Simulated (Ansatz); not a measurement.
Reaction (substitution at a C–O bond): `OC(F)F` + HCl → `FC(F)Cl` + H₂O

Calculated with Ansatz (gas phase, PBE0-D4/def2-TZVP geometries, no zero-point term in ΔE). CBS: MP2 limit from def2 TZ/QZ plus the TZ coupled-cluster correction, frozen cores. This one scheme is used for every species. DFT in def2-TZVPP. B3LYP here is the variant with VWN-RPA as its local correlation; programs differ in this. One conformer a species, not always the lowest.

(1) Is it downhill or uphill in electronic energy at CCSD(T)/CBS, and by how much? (Best estimate.)

(2) What do these levels give: revPBE-D4, B3LYP-D4, revPBE, LC-ωPBE, MP2/def2-QZVPP, CCSD/CBS(def2)? (An estimate is asked.)

Largest T1 diagnostic among the species: 0.012.

Results:

(1) The calculation gave: Uphill: ΔE = +9.1 kcal/mol.

(2) Computed: revPBE-D4 7.9, B3LYP-D4 9.8, revPBE 8.3, LC-ωPBE 11.2, MP2/def2-QZVPP 8.7, CCSD/CBS(def2) 9.7 kcal/mol.

From r2SCAN to r2SCAN0 (25 % exact exchange), in def2-TZVPP and without D4, ΔE moves by +0.9 kcal/mol. In def2-TZVPP, CCSD(T) changes the Hartree–Fock value by −3.2 kcal/mol (the triples alone add −0.6 kcal/mol) and MP2 by −4.3 kcal/mol. Leaving LDA and LC-ωPBE aside and taking each functional with its dispersion term where it has one, the values, not all of them listed here, spread over 3.6 kcal/mol, from revPBE-D4 to BHLYP-D4. LDA lies +1.8 kcal/mol from PBE without D4.
